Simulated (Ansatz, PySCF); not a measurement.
Molecule: C2H, charge -1, multiplicity 1. It need not be the lowest isomer of its formula. Whether it binds its extra electron was not tested at this geometry. 
Coordinates optimised at B3LYP-D3(BJ)/def2-TZVP (Ansatz, a program for electronic structure):
```
C
C 1 1.2385
H 1 1.0683 2 180.00
```
Charge -1, spin multiplicity 1.

Total electronic energies in hartree. Valence correlation only, unless marked. Spin-orbit coupling is left out. No relativistic terms. CBS(X,Y): correlation extrapolated as X^-3; Hartree-Fock from the larger set. The bracket is a focal-point correction in the basis named.

```tsv
level	program	energy (Eh)
HF/cc-pVDZ	Ansatz	-76.19604
HF/def2-TZVPD	PySCF	-76.23340
HF/def2-TZVPPD	Ansatz	-76.23369
RI-HF/cc-pVQZ	Ansatz	-76.23431
BLYP-D4/def2-TZVPD	Ansatz + dftd4	-76.72528
revPBE-D4/def2-TZVPD	Ansatz + dftd4	-76.73035
revPBE/def2-TZVPD	Ansatz	-76.72535
r2SCAN-D3(BJ)/def2-TZVPD	Ansatz + dftd3	-76.69325
PBE0/6-31G*	Ansatz	[?]
BHLYP-D4/def2-TZVPD	Ansatz + dftd4	[?]
TPSSh-D3(BJ)/def2-TZVPD	PySCF + dftd3	[?]
r2SCANh-D4/def2-TZVPD	Ansatz + dftd4	-76.68832
MN15-D3(BJ)/def2-TZVPD	PySCF + dftd3	-76.64837
HSE06-D3(BJ)/def2-TZVPD	Ansatz + dftd3	-76.63729
CAM-B3LYP-D3(BJ)/def2-TZVPD	Ansatz + dftd3	-76.70248
B2GP-PLYP-D3(BJ)/def2-TZVPD	Ansatz + dftd3	-76.66062
MP2/STO-3G	Ansatz	-75.20049
RI-MP2/cc-pVTZ	Ansatz	-76.53629
SCS-MP2/def2-TZVPP	Ansatz	-76.54006
SCS-MP2/cc-pVQZ	Ansatz	-76.56529
CCSD(T)/cc-pVTZ	Ansatz	-76.56413
RI-MP2/CBS(aug-cc-pVTZ,aug-cc-pVQZ)+[CCSD(T)-MP2]/aug-cc-pVQZ	Ansatz	-76.6111
CCSD(T)/CBS(aug-cc-pVTZ,aug-cc-pVQZ)	Ansatz	-76.6091
```

**Question.** Some entries are withheld; supply them.

**Answer.** 
- PBE0/6-31G*, energy (Eh): -76.58016
- BHLYP-D4/def2-TZVPD, energy (Eh): -76.69450
- TPSSh-D3(BJ)/def2-TZVPD, energy (Eh): -76.74771
